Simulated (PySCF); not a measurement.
Compound: C₅H₉O (charge -1).
SMILES: `C[C@H]([O-])C1CC1`

A PySCF run (density fitting, gas phase, GFN2-xTB geometry) gave HOMO -1.30 eV, LUMO 3.88 eV and E = -271.038 Eh.

Question: Which of these levels was it?
A. BLYP/def2-SVPD
B. BHandHLYP/6-311+G(2d,p)
C. HF/aug-pcSseg-1
D. LDA/IGLO-II

Answer: B. It is BHandHLYP/6-311+G(2d,p). All candidates on this geometry:

```json
{"level and settings": "BLYP/def2-SVPD, grid level 3, start guess vsap", "kind": "GGA", "basis functions": "195", "SCF cycles": "15", "E (Eh)": "-270.8242", "HOMO (eV)": "1.29", "LUMO (eV)": "3.71"}
{"level and settings": "LDA/IGLO-II", "kind": "LDA", "basis functions": "186", "SCF cycles": "16", "E (Eh)": "-268.8383", "HOMO (eV)": "1.47", "LUMO (eV)": "4.50"}
{"level and settings": "BHandHLYP/6-311+G(2d,p)", "kind": "global hybrid", "basis functions": "216", "SCF cycles": "14", "E (Eh)": "-271.0380", "HOMO (eV)": "-1.30", "LUMO (eV)": "3.88"}
{"level and settings": "HF/aug-pcSseg-1", "kind": "Hartree–Fock", "basis functions": "237", "SCF cycles": "11", "E (Eh)": "-269.3304", "HOMO (eV)": "-3.39", "LUMO (eV)": "3.21"}
```

The nearest other candidate, by the summed differences of HOMO and LUMO, is BLYP/def2-SVPD: its HOMO differs by +2.59 eV and its LUMO by -0.17 eV. Cycle counts include a coarse-grid stage where the run had one. All basis functions are spherical, in the Pople sets too. The HOMO energy is positive at BLYP/def2-SVPD and LDA/IGLO-II; such an orbital is held in place by the finite basis.

The values belong to the conformer `[CH3:1][C@H:2]([O-:3])[CH:4]1[CH2:5][CH2:6]1`: C1–C2–C4–C5 -75°.
